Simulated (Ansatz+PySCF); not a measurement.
Two shapes of triplet LiH₂(+).

Shape 1:

```xyz
3

Li    0.0000    0.0000    0.0000
H     1.9346    0.0000    0.0000
H    -2.6107    0.0000    0.0000
```

Shape 2:

```xyz
3

Li    0.0000    0.0000    0.0000
H     1.5512    0.0000    1.3016
H    -1.5512    0.0000    1.3016
```

Basis set: 6-31G (spherical functions). All electrons are correlated. Correlation on ROHF uses semicanonical orbitals with singles. Charge 1, multiplicity 3.

Computed with Ansatz (development build ahead of 0.2.0); the reference of a correlated method needn't be the lowest determinant of its kind.

**Question.** Which shape is lower in energy, and by how much in each method?

**Answer.**

| method | E(2) − E(1) (eV) |
| --- | --- |
| ROHF-CCSD | 0.036 |
| UHF-CCSD | 0.036 |
| ROHF-CCSD(T) | 0.036 |
| UHF-CCSD(T) | 0.036 |
| full CI (lowest root of this spin) | 0.036 |

Shape 1 is lower. Caution for ROHF-CCSD, UHF-CCSD, ROHF-CCSD(T), UHF-CCSD(T): the reference determinant was not shown to be the lowest.
